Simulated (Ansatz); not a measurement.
C4H6O can be A, `C#COCC`, or B, `C=CC(=C)O`.

Isolated molecules relaxed with PBE0-D4/def2-TZVP in Ansatz; ΔE leaves out vibrations. CCSD(T)/CBS is the MP2 limit (def2-TZVPP, def2-QZVPP) plus CCSD(T) − MP2 in def2-TZVPP, frozen cores. DFT in def2-TZVPP. B3LYP here is the variant with VWN-RPA as its local correlation; programs differ in this. One conformer a species, not always the lowest.

(1) Which isomer does CCSD(T)/CBS put lower? Give the gap. (Estimate.)

(2) Give E(B) − E(A) in kJ/mol with PBE0-D4, CCSD(T)/def2-TZVPP, r2SCAN-D4, ωB97M-V, B3LYP, CCSD/def2-TZVPP, B3LYP-D4. (An estimate is asked.)

Largest T1 diagnostic: 0.012.

Results:

(1) Computed: B, by 148.7 kJ/mol.

(2) The calculation gave: PBE0-D4 -152.7, CCSD(T)/def2-TZVPP -146.6, r2SCAN-D4 -155.8, ωB97M-V -144.6, B3LYP -147.7, CCSD/def2-TZVPP -144.1, B3LYP-D4 -150.2. None reverses the order clearly.
